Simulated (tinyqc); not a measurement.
Pariser-Parr-Pople SCF with singles CI, for the molecule C=C(O)F (SMILES; centres numbered as the heavy atoms are written), step by step. One step of it, computed by the program tinyqc.

Question. Iteration 1: orbitals and new P. Diagonalise F (the basis is taken as orthonormal) and form P = 2 sum c c over the lowest orbitals.

F (eV), lower triangle:
```
           1C         2C          3O          4F
1C  -5.465844
2C  -4.695319  -6.157255
3O   1.018556  -5.060963  -10.466643
4F   0.887185  -4.418052    0.900367  -17.815936
```

pi electrons, sum of z_r less the charge = 6

Give: orbital energies; P after iteration 1.

Answer.

orbital energies (eV): -19.423  -13.665  -8.265  1.447

P after iteration 1, lower triangle:
```
        1C     2C      3O     4F
1C   1.365
2C   0.802  0.988
3O  -0.412  0.521   1.732
4F  -0.232  0.293  -0.151  1.915
```
